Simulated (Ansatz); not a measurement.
Reaction (formal exchange of groups at a C–N bond): `CNC=N` + SiH₄ → `N=C[SiH3]` + CH₃NH₂

Gas-phase electronic energies from Ansatz, PBE0-D4/def2-TZVP geometries. CCSD(T)/CBS adds triple-zeta CCSD(T) − MP2 to the extrapolated MP2 energy (def2 sets, frozen cores). This one scheme is used for every species. DFT in def2-TZVPP. One conformer a species, not always the lowest.

CCSD(T)/CBS gives +26.9 kJ/mol.

Question: Another level gave +38.9 kJ/mol. Which?
A. MP2/def2-TZVPP
B. RPA@PBE/def2-TZVPP
C. PBE-QIDH/def2-TZVPP
D. LDA (SPW92)/def2-TZVPP

Answer: C. PBE-QIDH 38.9, LDA (SPW92) 62.8, MP2/def2-TZVPP 34.7, RPA@PBE/def2-TZVPP 27.0 kJ/mol.

Largest T1 diagnostic among the species: 0.013.

Leaving LDA and LC-ωPBE aside and taking each functional with its dispersion term where it has one, the values, not all of them listed here, spread over 11.4 kJ/mol, from ωB97M-V to r2SCAN-D4. LDA lies +21.0 kJ/mol from PBE without D4. At CCSD(T), def2-SVP lies +15.4 kJ/mol from the extrapolated value and def2-TZVPP +2.2 kJ/mol.
